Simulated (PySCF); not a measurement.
C₅H₄O.
Bonds: C1–C2 (triple), C2–C3, C3–C4, C3–C5 (double), C5–O6 (double). Hydrogens: H7 on C1; H8, H9, H10 on C4.

Level of theory: PySCF 2.14.0, PBE0-D3(BJ)/def2-SVP geometry optimisation, gas phase.

Question: What internal coordinates does the optimisation give?

Answer: 
```json
{"bond": "C1≡C2", "length (Å)": "1.215", "order": "triple"}
{"bond": "C2–C3", "length (Å)": "1.421", "order": "single"}
{"bond": "C3–C4", "length (Å)": "1.513", "order": "single"}
{"bond": "C3=C5", "length (Å)": "1.331", "order": "double"}
{"bond": "C5=O6", "length (Å)": "1.158", "order": "double"}
{"bond": "C1–H7", "length (Å)": "1.074", "order": "single"}
{"bond": "C4–H8, C4–H9, C4–H10", "length (Å)": "1.100", "order": "single"}
```

Bonds in one row agree within 0.01 Å and their mean is given. Orders are formal, as drawn. A selection of angles:
```json
{"angle": "C2–C1–H7", "degrees": "179.8"}
{"angle": "C1–C2–C3", "degrees": "178.6"}
{"angle": "C2–C3–C4", "degrees": "121.9"}
{"angle": "C2–C3–C5", "degrees": "117.8"}
{"angle": "C4–C3–C5", "degrees": "120.4"}
{"angle": "C3–C4–H8", "degrees": "110.3"}
{"angle": "C3–C4–H10", "degrees": "111.3"}
{"angle": "H8–C4–H9", "degrees": "108.3"}
{"angle": "C3–C5–O6", "degrees": "179.3"}
```

The 6 heavy atoms lie in one plane (0.001 Å rms). The C–C distances run from 1.215 Å (C1≡C2, drawn triple) to 1.513 Å (C3–C4, drawn single), a spread of 0.298 Å.

Point group: Cs (tolerance 0.08 Å). No PBE0-D3(BJ)/def2-SVP frequencies stand behind this structure, so it isn't proved a minimum.
